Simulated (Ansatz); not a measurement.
Species, as SMILES: [OH] (OH), doublet.
Atoms: O1, H2. Bonds: O1-H2.

How fast the highest harmonic wavenumber converges with the basis for several methods (Ansatz, a first-principles code): deviation from each method's own reference, in cm⁻¹. References: B3LYP 3701 cm⁻¹, the value in aug-pcseg-3; CCSD(T) 3747 cm⁻¹, the value in def2-QZVPPD; HF 4037 cm⁻¹, the value in aug-pcseg-3; MP2 3791 cm⁻¹, the value in aug-pcseg-3; PBE 3599 cm⁻¹, the value in aug-pcseg-3. All functions are spherical. In correlated methods cores are frozen. Open shells are unrestricted. No added dispersion term, no relativity. Each level at its own minimum, unscaled; the references are large sets that could be run, not limits.

```tsv
basis	functions	B3LYP	CCSD(T)	HF	MP2	PBE
6-31G	11	-235	-331	-209	-240	-239
def2-SVP	19	-28	9	17	50	-29
pcseg-1	19	-49	-16	-9	13	-51
aug-pcseg-1	32	-29	-52	-14	-20	-31
def2-TZVP	37	-22	-48	-19	-12	-16
def2-TZVPPD	57	6	-17	7	17	5
6-311++G(3df,3pd)	57	11	25	7	59	12
aug-pcseg-2	69	3	-11	8	24	1
```

Mean absolute deviation over def2-TZVP, def2-TZVPPD, 6-311++G(3df,3pd), aug-pcseg-2: PBE 8, HF 10, B3LYP 10, CCSD(T) 25, MP2 28 cm⁻¹.
